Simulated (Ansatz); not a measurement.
System: Sb2Os (Pnnm, No. 58). Method: r²SCAN0 (Ansatz, a first-principles code, PAW).

Run with plane-wave cutoff 520 eV, 4×4×8 k mesh (along the axes of the cell as run), Fermi–Dirac smearing 0.01 eV, no spin polarisation, scalar-relativistic PAW data made under PBE.

Cell (measured lattice):

```
CELL_PARAMETERS angstrom
      5.93810     0.00000     0.00000
      0.00000     6.69610     0.00000
      0.00000     0.00000     3.20440
ATOMIC_POSITIONS crystal
  Os 0.00000 0.00000 0.00000
  Os 0.50000 0.50000 0.50000
  Sb 0.18045 0.35889 0.00000
  Sb 0.81955 0.64111 0.00000
  Sb 0.68045 0.14111 0.50000
  Sb 0.31955 0.85889 0.50000
```

Q: Estimate the band gap, smallest direct gap on the k points sampled and Γ–Γ gap that the calculation returns.

A: 
band gap: 1.63 eV
smallest direct gap on the k points sampled: 2.22 eV
Γ–Γ gap: 4.14 eV

Note: cell and atoms aren't relaxed at this level (largest force component 0.10 eV/Å, pressure -1.3 GPa).

Spin–orbit coupling is not included; with these elements it can move the gap by several tenths of an eV or more.

Cost on a shared machine: roughly 18 core-minutes.
